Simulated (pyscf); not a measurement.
Four-centre exchange: H₂B–OH + SiH₄ → BH₃ + HO–SiH₃

Gas phase, singlet surface, charge 0. Bonds broken: B1–O2, Si6–H7. Bonds formed: B1–H7, O2–Si6. PySCF, gas phase, ωB97X-D3(BJ)/def2-SVP geometries. Correlated levels are frozen-core, on RHF or UHF. ΔMP2 is the change of the MP2 total energy from the triple- to the quadruple-zeta basis.

Transition state (Å):

```xyz
10

B     -1.7943    -0.3550     0.3366
O     -2.2097     1.0081     0.8683
H     -0.8757    -0.8454     0.9708
H     -2.6856    -1.0930    -0.0163
H     -2.0510     1.0977     1.8160
Si    -0.7082     1.5188    -0.3242
H     -1.3250     0.0334    -0.8264
H     -1.5558     2.4903    -1.0548
H      0.0018     2.0221     0.8897
H      0.4403     1.1958    -1.2413
```

One imaginary mode, 228i cm⁻¹; descent along it reached the two sides named, in the forms told below.

```json
[
 {"bond": "B1–O2", "change": "breaks", "reactant side (Å)": "1.354", "saddle": "1.521", "product side": "1.674"},
 {"bond": "Si6–H7", "change": "breaks", "reactant side (Å)": "1.490", "saddle": "1.685", "product side": "2.6"},
 {"bond": "B1–H7", "change": "forms", "reactant side (Å)": "3.0", "saddle": "1.313", "product side": "1.229"},
 {"bond": "O2–Si6", "change": "forms", "reactant side (Å)": "3.3", "saddle": "1.984", "product side": "1.725"}
]
```

Electronic energies relative to the separated reactants (eV):

```
level                             barrier  reaction energy  reverse barrier
--------------------------------  -------  ---------------  ---------------
ωB97X-D3(BJ)/def2-TZVP               0.64            +0.70            -0.06
PBE/def2-TZVP                        0.60            +0.87            -0.27
r²SCAN/def2-TZVP                     0.60            +0.77            -0.17
B3LYP-D3(BJ)/def2-TZVP               0.81            +0.75             0.06
PBE0-D3(BJ)/def2-TZVP                0.56            +0.80            -0.24
M06-2X/def2-TZVP                     0.67            +0.68            -0.01
ωB97M-D3(BJ)/def2-TZVP               0.70            +0.74            -0.04
HF/def2-TZVP                         1.46            +0.58             0.89
MP2/def2-QZVPP                       0.68            +0.65             0.03
CCSD/def2-TZVPP                      0.85            +0.69             0.16
CCSD(T)/def2-TZVPP                   0.77            +0.72             0.05
CCSD(T)/def2-TZVPP + ΔMP2(QZVPP)     0.75            +0.70             0.05
```

With CCSD(T)/def2-TZVPP + ΔMP2(QZVPP) energies and thermal terms (ideal gas, 1 atm, RRHO with modes under 100 cm⁻¹ raised to 100, one conformer, R ln 2 for rigid chiral ones), in eV:

```tsv
T (K)	ΔH‡	ΔG‡	ΔH	ΔG
298	0.82	1.28	+0.65	+0.62
600	0.82	1.74	+0.68	+0.58
900	0.84	2.20	+0.69	+0.53
1200	0.86	2.65	+0.69	+0.47
```

On the product side the descent ends in an adduct with a B–O contact, 0.70 eV under the separated species and 0.64 eV under the saddle at ωB97X-D3(BJ)/def2-TZVP. At ωB97X-D3(BJ), PBE, r²SCAN, PBE0-D3(BJ), M06-2X, ωB97M-D3(BJ) the saddle lies under the separated products, which points to a path from their complex (located at ωB97X-D3(BJ) alone), and parting the products costs more than the saddle. What is counted as broken (B–O) persists as a longer contact in the product adduct; parting that adduct is a step of its own. At the saddle there is also a short B–Si contact that neither side keeps. One saddle was located; it need not be the lowest between these sides. The CCSD(T) − MP2 part came from Ansatz, without density fitting, on the same reference.
